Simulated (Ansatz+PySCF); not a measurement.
doublet Si2H6(+): levels of theory in one basis

| atom | x (Å) | y (Å) | z (Å) |
| --- | --- | --- | --- |
| Si | 0.0000 | 0.0000 | -1.3681 |
| Si | 0.0000 | 0.0000 | 1.3681 |
| H | 1.4560 | -0.0026 | -1.5758 |
| H | -0.7303 | -1.2596 | -1.5758 |
| H | -0.7257 | 1.2623 | -1.5758 |
| H | -1.4560 | -0.0094 | 1.5758 |
| H | 0.7361 | -1.2562 | 1.5758 |
| H | 0.7199 | 1.2656 | 1.5758 |

Basis set: cc-pVTZ on H; cc-pV(T+d)Z on Si (spherical functions). Frozen core: 10 orbitals. Correlation on ROHF uses semicanonical orbitals with singles. Charge 1, multiplicity 2.

Computed with Ansatz (development build ahead of 0.2.0); each method stands on the lowest determinant of its kind that the runs found.

| method | E − E(ROHF) (eV) | <S²> of the determinant |
| --- | --- | --- |
| ROHF | 0.00 | 0.75 |
| UHF | -0.05 | 0.76 |
| ROHF-MP2 | -6.26 | – |
| UHF-MP2 | -6.27 | 0.76 |
